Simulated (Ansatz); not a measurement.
C2H5N3O, SMILES `NC(N)=NC=O`. Charge 0, multiplicity 1. The structure was optimised at the PBE0-D4/def2-TZVP level. It is one conformer, not always the lowest.

```xyz
11

N    -1.341    1.022    0.665
C    -0.368    0.218    0.175
N    -0.535   -1.104    0.273
N     0.685    0.812   -0.353
C     1.717    0.051   -0.787
O     1.823   -1.174   -0.794
H    -1.239    1.996    0.437
H    -2.270    0.670    0.802
H    -1.283   -1.503    0.809
H     0.266   -1.649   -0.048
H     2.546    0.663   -1.179
```

Task: What is the dipole moment at r2SCAN/def2-TZVPP? (An estimate is asked.)

Result: Ansatz gave: 5.08 D, with components (-4.71, 0.43, 1.86) D in this frame, pointing from negative to positive charge.

Task: And with PBE, B3LYP, ωB97M-V? (Estimate.)

Result: Computed: PBE 5.01 D, B3LYP 5.02 D, ωB97M-V 4.98 D.

Task: Give the Mulliken charges with r2SCAN, B3LYP, PBE in def2-TZVPP. (An estimate is asked.)

Result: The calculation gave: 
```tsv
atom	r2SCAN	B3LYP	PBE
N1	-0.30	-0.26	-0.25
C2	0.42	0.34	0.26
N3	-0.30	-0.26	-0.24
N4	-0.41	-0.35	-0.29
C5	0.25	0.16	0.11
O6	-0.43	-0.40	-0.35
H7	0.20	0.19	0.19
H8	0.16	0.15	0.16
H9	0.16	0.15	0.15
H10	0.21	0.20	0.19
H11	0.05	0.08	0.06
```

B3LYP here is the variant with VWN-RPA as its local correlation; programs differ in this.
